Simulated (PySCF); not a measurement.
C3H7Cl: full NMR table

| Property | Result |
| --- | --- |
| Formula | C3H7Cl |
| SMILES | CCCCl |
| InChI | InChI=1S/C3H7Cl/c1-2-3-4/h2-3H2,1H3 |
| Point group of the computed structure | Cs |
| Degrees of unsaturation | 0 |
| Carbon signals | 3 |
| Proton signals | 3 |

Bonds (- single, = double, # triple, : aromatic): C1-C2 1.521 Å, C2-C3 1.511 Å, C3-Cl4 1.785 Å. C1 carries H5, H6, H7; C2 carries H8, H9; C3 carries H10, H11.

- shieldings: GIAO B97-2/pcSseg-2
- PBE0-D3(BJ)/def2-TZVP geometry
- code: PySCF 2.14.0 with density-fitted response routines
- gas phase, equivalent nuclei averaged, a single conformation, relativity neglected

Shifts are taken against calculated references (same method and geometry level): TMS for ¹H (31.64 ppm) and ¹³C (185.38 ppm).

| carbon | δC, type | δH (multiplicity) | HMBC from (2–3 bonds) | span of the C tensor (ppm) |
| --- | --- | --- | --- | --- |
| C1 | 14.8, CH3 | 0.94 (t) | H10/H11, H8/H9 | 26 |
| C2 | 32.5, CH2 | 1.76 (m) | H10/H11, H5/H6/H7 | 39 |
| C3 | 52.5, CH2 | 3.35 (t) | H8/H9, H5/H6/H7 | 68 |

Carbon types of the structure: 2 × CH2, 1 × CH3, which accounts for all hydrogens. δC 52.5: sp3 CH2 bonded to Cl; the inductive effect lowers its shielding. δC 32.5: sp3 CH2; saturated and bonded to C and H only. δC 14.8: methyl carbon; saturated and bonded to C and H only. δH 3.35: hydrogen on an sp3 CH2 bonded to Cl; its carbon carries Cl, which withdraws density. δH 0.94: hydrogen on a methyl carbon; far from electronegative atoms and π systems.

Carbons that carry Cl, above all several Cl atoms, come out too deshielded, partly because spin–orbit coupling is missing. Shifts are as computed. Against solution values, carbons near 30 ppm lie about +3 ppm off and those near 130 ppm about +7 ppm; carbons on Cl a further +5 ppm. Of 1211 compounds with measured shifts, 218 miss one by over three times the rms of a fit or turn the order of signals round; such compounds aren't used in these exercises. No couplings were computed; multiplicities are counted from neighbouring protons, with m where these are inequivalent, close in shift, in a saturated or five-membered ring or joined by F or P, and br s for small geminal =CH2 splittings.
